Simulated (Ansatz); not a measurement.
This script drives the Ansatz DFT code, driven from Python.

`run_opt.py`:
```python
# -*- coding: utf-8 -*-
'''Minimum-energy structure of C4H3N.'''

import warnings

import ansatz as az
import numpy as np

warnings.simplefilter('ignore', az.DeckWarning)

geometry_ang = [
    ('C', (2.3102, 0.2996, 0.3014)),
    ('C', (1.1537, 0.011, 0.123)),
    ('C', (-0.2232, -0.3324, -0.0894)),
    ('N', (-1.2188, -1.2892, -0.3838)),
    ('C', (-1.5329, 0.0157, -0.1574)),
    ('H', (3.3257, 0.5531, 0.4581)),
    ('H', (-1.8071, 0.5614, -1.0835)),
    ('H', (-2.0076, 0.1808, 0.8317)),
]
mol = az.Crystal.molecule()
for symbol, xyz in geometry_ang:
    mol = mol.atom(symbol, xyz)

setup = (
    mol.calculation()
    .basis(gaussian='def2-SVP')
    .functional('pbe', dispersion='d3bj')  # level of theory
    .accuracy('high')  # preset for grids and thresholds
)
symbols = [site.symbol for site in mol.cartesian_sites]
start = np.array([site.position_ang for site in mol.cartesian_sites], dtype=float)
def progress(event):
    if event['event'] == 'relax_step':
        row = event['data']
        print(f'step {row["step"]:3d}  E = {row["lagrangian_ev"]:.6f} eV  max force {row["allowed_force_max_ev_ang"]:.4f} eV/A')


r = setup.relax(force_tolerance=0.005, max_steps=100).session().plan().execute(on_event=progress).report
end = np.array(r['positions_ang'])

print(f'E = {r["free_energy_ev"]:.6f} eV = {r["free_energy_ev"] / 27.211386246:.7f} Ha')
print('converged:', r['converged'], ' doubts:', r['published_state_doubts'] or 'none')

print('bond        before    after (A)')
for i, j in [(0, 1), (0, 5), (1, 2), (2, 3), (2, 4), (3, 4), (4, 6), (4, 7)]:
    d0, d1 = (np.linalg.norm(xyz[i] - xyz[j]) for xyz in (start, end))
    print(f'{symbols[i]}{i}-{symbols[j]}{j}'.ljust(10), f'{d0:8.4f} {d1:8.4f}')

charges = r['charge_distribution']
print('dipole moment', round(4.803205 * float(np.linalg.norm(charges['dipole_moment_e_ang'])), 3), 'D')
print('Mulliken:', [(s, round(q, 3)) for s, q in zip(symbols, charges['mulliken_charges_e'])])
with open('c4h3n_opt.xyz', 'w') as handle:
    handle.write(f'{len(symbols)}\nrelaxed C4H3N\n')
    handle.writelines(f'{s:2s} {x:11.6f} {y:11.6f} {z:11.6f}\n' for s, (x, y, z) in zip(symbols, end))
```

It is started by `python run_opt.py`. Estimate its wall time and peak memory on 1 thread of Intel(R) Xeon(R) 6975P-C (Granite Rapids), on a shared host.

It took about 45 s, with a peak of 0.31 GiB, for 1 run of the engine.

```console
$ python run_opt.py
step   1  E = -5670.168194 eV  max force 5.9863 eV/A
step   2  E = -5671.294757 eV  max force 2.9495 eV/A
step   3  E = -5671.491561 eV  max force 1.7909 eV/A
step   4  E = -5671.527672 eV  max force 0.3190 eV/A
step   5  E = -5671.531211 eV  max force 0.1534 eV/A
step   6  E = -5671.532404 eV  max force 0.0790 eV/A
step   7  E = -5671.532547 eV  max force 0.0169 eV/A
step   8  E = -5671.532573 eV  max force 0.0127 eV/A
step   9  E = -5671.532591 eV  max force 0.0139 eV/A
step  10  E = -5671.532590 eV  max force 0.0195 eV/A
step  11  E = -5671.532595 eV  max force 0.0024 eV/A
E = -5671.532598 eV = -208.4249787 Ha
converged: True  doubts: none
bond        before    after (A)
C0-C1        1.2052   1.2271
C0-H5        1.0583   1.0818
C1-C2        1.4349   1.3989
C2-N3        1.4119   1.2810
C2-C4        1.3569   1.4638
N3-C4        1.3611   1.5289
C4-H6        1.1093   1.1056
C4-H7        1.1095   1.1056
dipole moment 2.355 D
Mulliken: [('C', -0.4), ('C', 0.414), ('C', 0.023), ('N', -0.163), ('C', -0.041), ('H', 0.044), ('H', 0.061), ('H', 0.061)]
```

`c4h3n_opt.xyz`, as written:
```text
8
relaxed C4H3N
C     2.335947    0.271462    0.298513
C     1.166523   -0.050076    0.112185
C    -0.184318   -0.352564   -0.089350
N    -0.983479   -1.315232   -0.364330
C    -1.582915    0.074991   -0.150800
H     3.370845    0.541677    0.460557
H    -1.965603    0.596535   -1.047442
H    -2.157001    0.233206    0.780767
```

These settings explore the input space; basis and method may be short of convergence. The end point is the stationary point reached from this start; no frequency run checks that it is a minimum, and the basis set is modest.

(A comment or docstring line of the script was reworded after the run, the code is as it ran; lines on the test bed's own set-up are left out of the output.)
